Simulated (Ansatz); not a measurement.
H2Si, SMILES `[SiH2]` (lower singlet) (charge 0, multiplicity 1). This singlet lies 0.89 eV below the relaxed triplet at the level composite: frozen-core CCSD(T) with HF/cc-pV5Z and the correlation energy extrapolated as X^-3 from cc-pVQZ and cc-pV5Z, plus full CI minus CCSD(T) in cc-pVDZ // PBE0-D3(BJ)/def2-TZVP (Ansatz, a program for electronic structure).

Level of theory: LC-ωPBE/cc-pVTZ // PBE0-D3(BJ)/def2-TZVP run with Ansatz.

Ansatz 0.2 input:
```yaml
crystal:
  periodic: [false, false, false]
  atoms:
    - { symbol: Si, position_ang: [-0.003034, 0.711587, -0.000001] }
    - { symbol: H, position_ang: [-1.088452, -0.360441, 0.000004] }
    - { symbol: H, position_ang: [1.091485, -0.351147, -0.000003] }
basis:
  gaussian: { orbitals: cc-pVTZ }
hamiltonian:
  xc: lc_wpbe
```

Output:

```
Functional definition: LC-wPBE
395 factors; their error is unknown
145 factors; integrals over basis functions are off by at most 4.6e-5 eV
mean field evaluation 1: about -7905.1819 eV, gradient 6.8e0 eV
mean field evaluation 2: about -7905.3831 eV, gradient 1.9e0 eV
mean field evaluation 4: about -7905.4007 eV, gradient 1.4e-1 eV
mean field evaluation 8: about -7905.3793 eV, gradient 1.4e-2 eV
mean field -7905.37926523 eV, -290.5173295386 hartree, gradient 6.1e-5 eV, S^2 0.000000; 0 other end points of the search recorded, 0 dependent functions left out
reference -7905.37926523 eV, -290.5173295387 hartree; 8, 8 occupied and 54, 54 virtual orbitals, 395 factors
Total energy: -7905.37926523 eV, -290.5173295387 hartree
```
